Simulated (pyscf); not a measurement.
Thermochemistry of product channels of H₃C–Zn–OH + CH₃• on the doublet surface, in kcal/mol, from ωB97M-D3(BJ)/def2-TZVP energies (ideal gas, 1 atm, RRHO with modes under 100 cm⁻¹ raised to 100, one conformer, R ln 2 for chiral ones without a mode under 150 cm⁻¹). Single points on ωB97X-D3(BJ)/def2-SVP structures (PySCF, gas phase).

| products | ΔE | ΔH(298 K) | ΔG(298 K) | ΔG(900 K) |
|---|---|---|---|---|
| H₃C–Zn–O• + CH₄ | … | +10.2 | +12.2 | +17.6 |
| H₃C–CH₂–Zn–OH + H• | +17.2 | +16.7 | +20.1 | +26.5 |
| [H₃C–O–Zn]• + CH₄ | … | -4.4 | -3.1 | +1.6 |
| H₃C–O–Zn–CH₃ + H• | +27.2 | +26.6 | +29.6 | +35.7 |
| H₃C–CH₃ + [HO–Zn]• | -20.9 | -16.6 | -15.1 | -10.1 |

Problem. What belongs in the gaps?

Solution. 
- H₃C–Zn–O• + CH₄, ΔE: +8.2
- [H₃C–O–Zn]• + CH₄, ΔE: -8.4

The channel to [H₃C–O–Zn]• + CH₄ turns unfavourable between 298 and 1200 K (ΔG from -3.1 kcal/mol to +4.5 kcal/mol).

These are energies of the channels, which say nothing of barriers. Elements up to Kr have no core potential and no relativistic terms here.
